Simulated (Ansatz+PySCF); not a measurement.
# doublet OH: levels of theory in one basis

```csv
atom,x (Å),y (Å),z (Å)
O,0.0000,-0.0067,-1.5332
H,0.0000,0.0101,-0.5100
```

Basis set: cc-pVTZ (spherical functions). Frozen core: 1 orbital. Correlation on ROHF uses semicanonical orbitals with singles. Charge 0, multiplicity 2.

Computed with Ansatz (development build ahead of 0.2.0) and PySCF 2.14.0; each method stands on the lowest determinant of its kind that the runs found.

| method | E − E(ROHF) (eV) | <S²> of the determinant |
| --- | --- | --- |
| ROHF | 0.00 | 0.75 |
| UHF | -0.13 | 0.76 |
| ROHF-MP2 | -5.62 | – |
| UHF-MP2 | -5.61 | 0.76 |
| ROHF-CCSD(T) | -6.13 | – |
| UHF-CCSD(T) | -6.14 | 0.76 |

(1) What does UHF-CCSD give on the same scale?

Answers

(1) -5.99 eV.
